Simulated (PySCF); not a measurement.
# CHCl: the cost of one run

Computed with PySCF 2.14.0 and routines of our own; the level stands in each step. Atoms count from 0.

## 1. The starting structure

3 atoms, charge 0, multiplicity 3; geometry from: GFN2-xTB.

## 2. Open-shell or spin-flip excitations: unrestricted TDDFT PBE0/def2-SVPD

Job settings and geometry (Å):

```
{"job": {"kind": "uabs", "xc": "PBE0", "basis": "def2-SVPD", "nstates": 10, "tda": false}, "charge": 0, "multiplicity": 3}
C     -0.232532     0.367906    -0.002935
Cl     1.329419    -0.093935    -0.011413
H     -1.085406    -0.276509     0.001795
```

Method: unrestricted TDDFT PBE0/def2-SVPD, vertical, gas phase, core orbitals frozen in the response.

Command:

```console
OMP_NUM_THREADS=1 python excited_run.py task.json out
```

This one command runs all jobs of the session in turn.

**Question.** How long does this first job take on 1 thread of Arm Neoverse V1, shared host, and how much memory does it need?

About 2.7 s, with a peak of 0.25 GiB.
